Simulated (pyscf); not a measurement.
Concerted two-bond exchange: F–Si:–F (SMILES F[Si]F) [singlet] + NH₃ (SMILES N) → HN=Si(F)–F (SMILES N=[Si](F)F) + H₂ (SMILES [H][H])

Gas phase, singlet surface, charge 0. Bonds broken: N4–H5, N4–H6. Bonds formed: Si2–N4, H5–H6. Single points on ωB97X-D3(BJ)/def2-SVP structures (PySCF, gas phase).

Transition state (Å):

```xyz
7

F      1.0416     0.7913    -0.9769
Si    -0.4884     0.9256    -0.4375
F     -0.3299     1.9221     0.8425
N     -0.9344    -0.6931     0.0358
H     -0.2993    -1.6710     0.2286
H     -0.2529    -1.6888     1.1960
H     -1.8870    -0.8941     0.3472
```

One imaginary mode, 1329i cm⁻¹; descent along it reached the two sides named, in the forms told below.

```json
[
 {"bond": "N4–H5", "change": "breaks", "reactant side (Å)": "1.022", "saddle": "1.182", "product side": "2.7"},
 {"bond": "N4–H6", "change": "breaks", "reactant side (Å)": "1.024", "saddle": "1.674", "product side": "3.4"},
 {"bond": "Si2–N4", "change": "forms", "reactant side (Å)": "2.117", "saddle": "1.745", "product side": "1.570"},
 {"bond": "H5–H6", "change": "forms", "reactant side (Å)": "1.657", "saddle": "0.969", "product side": "0.762"}
]
```

Electronic energies relative to the separated reactants (kJ/mol):

```
level                   barrier  reaction energy  reverse barrier
----------------------  -------  ---------------  ---------------
ωB97X-D3(BJ)/def2-TZVP    317.0            +71.2            245.8
PBE/def2-TZVP             233.1            +74.2            158.8
r²SCAN/def2-TZVP          236.6            +51.6            185.0
B3LYP-D3(BJ)/def2-TZVP    269.3            +74.5            194.8
PBE0-D3(BJ)/def2-TZVP     269.7            +76.6            193.1
M06-2X/def2-TZVP          303.4            +67.8            235.7
ωB97M-D3(BJ)/def2-TZVP    318.4            +86.4            232.0
HF/def2-TZVP              415.7            +92.4            323.3
```

With ωB97M-D3(BJ)/def2-TZVP energies and thermal terms (ideal gas, 1 atm, RRHO with modes under 100 cm⁻¹ raised to 100, one conformer, R ln 2 for chiral ones without a mode under 150 cm⁻¹), in kJ/mol:

```
T (K)    ΔH‡    ΔG‡     ΔH     ΔG
-----  -----  -----  -----  -----
298    296.2  337.0  +64.5  +73.2
600    299.6  377.4  +70.5  +79.8
900    304.7  415.2  +75.8  +83.2
1200   309.9  451.2  +80.0  +85.0
```

On the reactant side the descent ends in an adduct with a N–Si contact, 83.2 kJ/mol under the separated species and 400.2 kJ/mol under the saddle at ωB97X-D3(BJ)/def2-TZVP. What is counted as formed (N–Si) is already present as a longer contact in the reactant adduct; forming that adduct is a step of its own. The same reactants have a lower exit, to H₂N–SiH(F)–F (barrier +117.8 kJ/mol at ωB97M-D3(BJ)/def2-TZVP, against +318.4 kJ/mol here). One saddle was located; it need not be the lowest between these sides. A restricted solution here is unstable towards spin polarisation, so biradical character is likely and single-reference numbers are less safe.
